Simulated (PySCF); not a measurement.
SiB: one state, many levels of theory

State: ⁴Σ⁻ (quartet), unpaired electrons σ ↑, π ↑↑. Set-up: basis Si def2-TZVPPD, B def2-TZVPPD; no relativity; PySCF 2.14. De refers to Si + B in their high-spin ground configurations, without counterpoise correction. The functionals are run spin-unrestricted. A positive dipole means Si(−)B(+).

```
      Level  Re (Å)  ωe (cm⁻¹)  De (eV)  μ (D)  CPU s a point (SCF and correlation, without the integrals)
        UHF   1.864        866     2.41  -0.07                                                         1.1
    UHF-MP2   1.905        770     3.27    n/a                                                         1.8
UHF-SCS-MP2   1.903        765     2.89    n/a                                                         n/a
   UHF-CCSD   1.907        762     2.98    n/a                                                         n/a
UHF-CCSD(T)   1.921        739     3.16    n/a                                                          31
        PBE   1.928        731     3.76  -0.65                                                         1.4
       BLYP   1.935        710     3.38  -0.77                                                        0.86
     r²SCAN   1.908        769     3.72  -0.35                                                           2
      TPSSh   1.911        763     3.48  -0.43                                                         2.7
    r²SCANh   1.902        780     3.64  -0.34                                                         2.7
       PBE0   1.904        772     3.56  -0.49                                                         3.2
       MN15   1.894        756     3.54  -0.47                                                         2.9
     M06-2X   1.890        794     3.58  -0.59                                                         2.9
    ωB97M-V   1.895        786     3.38  -0.81                                                         7.7
```

Which functional lies closest to UHF-CCSD(T) in De, which farthest, and by how much do they differ from it?

Closest is BLYP (+1.4 pm in Re, -3.9 % in ωe, +0.22 eV in De against UHF-CCSD(T) in the same basis), farthest PBE (+0.7 pm in Re, -1.1 % in ωe, +0.60 eV in De). CCSD(T) converges more slowly with the basis than the functionals do and binds too weakly in this one, so the order can change at the basis-set limit.

What does the step from GGA to meta-GGA do here, going from PBE to r²SCAN?

r²SCAN less PBE: -2.0 pm in Re, +5.2 % in ωe, -0.04 eV in De. 

What does second-order correlation do here, going from UHF to UHF-MP2?

UHF-MP2 less UHF: +4.1 pm in Re, -11.1 % in ωe, +0.86 eV in De. Correlation nearly always deepens the well. The bond lengthens, as in strong covalent bonds, where excitations into antibonding orbitals dominate.

Correlated steps freeze 6 core orbitals. The CCSD T1 diagnostic is raised, a sign that a single reference may not be enough here. The state was picked by a PBE0 search and need not be the measured ground state.

The whole job (state search and all levels along the bond) took about 7 min on 2 threads of Arm Neoverse V1 (shared host), peak memory 3 GiB.
